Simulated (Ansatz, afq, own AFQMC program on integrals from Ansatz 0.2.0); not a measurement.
# NHCl, quartet in cc-pVTZ, levels against CCSDT(Q)

```xyz
3

Cl    0.0000    0.0000   -1.3043
H     0.0000    0.0000   -0.0255
N     0.0000    0.0000    1.3297
```

Connectivity, by distances: ClH ··· N.

Basis cc-pVTZ. Only valence electrons are correlated. Integrals, coupled cluster, full CI and functionals: Ansatz 0.2.0; the random walks run on the same integrals in our own AFQMC program. The CISD trial takes its coefficients from CCSD amplitudes. Released means that phaseless walkers are propagated on without the constraint, phases kept. Uncertainties: one standard error, sampling alone.

Determinant: UHF, the one that the program's search chose, which needn't be the lowest solution. The geometry is a point of a scan.

No full CI on the walks' own integrals is used here; CCSDT(Q) serves as the reference and is uncertain by about the last step of the cluster series.

Cautions: lower spins were not checked.

The T1 diagnostic is 0.0125. The weight of the determinant in the CISD state is 0.884, the ⟨S²⟩ of the determinant is 3.766 and the size of the correlated space is 13 electrons in 72 orbitals.

Reference: CCSDT(Q), correlation energy -9.783 eV. The released energy is read at 1.62 1/Eh, later times being too noisy (meV from the phaseless value at times in 1/Eh: -5 ± 3 at 0.24, -15 ± 4 at 0.51, -25 ± 3 at 0.99, -20 ± 6 at 1.62, -12 ± 8 at 2.40).

```tsv
level	E − E(reference) (kJ/mol)	share of correlation (%)
HF	943.9	0.00
MP2	125.4	86.72
CCSD	35.0	96.29
CCSD(T)	3.9	99.59
CCSDT	1.2	99.87
ph-AFQMC/HF	0.3 ± 2.7	99.96
ph-AFQMC/CISD	1.3 ± 0.3	99.86
released AFQMC	-0.6 ± 0.5	100.06
```

A walk keeps the symmetry of its determinant, which the program's search chose and which needn't be the lowest solution, so a lower state of the same spin and another symmetry isn't excluded. Released energies are given only where the last usable release times agree within the noise; a slower fall can still hide under it.
